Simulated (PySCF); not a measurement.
## Which functional comes closest?

Molecule: SMILES C1CCC1, C4H8.

Numbering as in the mapped SMILES `[CH2:1]1[CH2:2][CH2:3][CH2:4]1`. Hydrogens are named by the atom that carries them.

Geometry PBE0-D3(BJ)/def2-SVP throughout; GIAO in PySCF 2.14, gas phase, one conformer, non-relativistic; equivalent atoms averaged; basis pcSseg-2.

Reference values (measured; solution, not stated in the table (CDCl3 in this author's series); The use of chemical shift calculations in the conformational analysis of substituted benzenes, New J. Chem. 2019 (ESI)): δ(H(C1)/H(C2)/H(C3)/H(C4)) = 1.96 ppm. Computed shifts are taken against TMS, calculated as an isolated molecule at each level.

Problem. How do the functionals HF, LDA, PBE, BLYP, BP86, OPBE, KT2, KT3, B97-D, B3LYP, PBE0, mPW1PW91, WP04, B97-2, BHandHLYP, CAM-B3LYP, wB97X-D, LC-wPBE perform against the reference? Times are CPU seconds on shared hosts with different chips, so compare them loosely; the GGAs took longer than the global hybrids here, which isn't the general rule, and the cause wasn't traced.

Solution. 
```
functional                    kind  H(C1)/H(C2)/H(C3)/H(C4)  abs. error H  core-s
        HF            Hartree–Fock                     1.82          0.14     9.4
       LDA                     LDA                     2.04          0.08      20
       PBE                     GGA                     2.04          0.08      25
      BLYP                     GGA                     2.06          0.10      25
      BP86                     GGA                     2.02          0.06      25
      OPBE                     GGA                     2.02          0.06      25
       KT2                     GGA                     2.12          0.16      30
       KT3                     GGA                     2.11          0.15      23
     B97-D                     GGA                     2.04          0.08      25
     B3LYP           global hybrid                     1.99          0.03      18
      PBE0           global hybrid                     1.96          0.00      17
  mPW1PW91           global hybrid                     1.95          0.01      17
      WP04           global hybrid                     1.88          0.08      16
     B97-2           global hybrid                     1.99          0.03      15
 BHandHLYP           global hybrid                     1.96          0.00      15
 CAM-B3LYP  range-separated hybrid                     1.99          0.03      21
   wB97X-D  range-separated hybrid                     1.93          0.03      21
   LC-wPBE  range-separated hybrid                     1.87          0.09      30
```

For 1H the closest is PBE0 (0.00 ppm, with BHandHLYP, mPW1PW91 practically level) and the furthest KT2 (0.16 ppm). One molecule is a small sample, and vibrational and solvent effects are absent from the calculation.
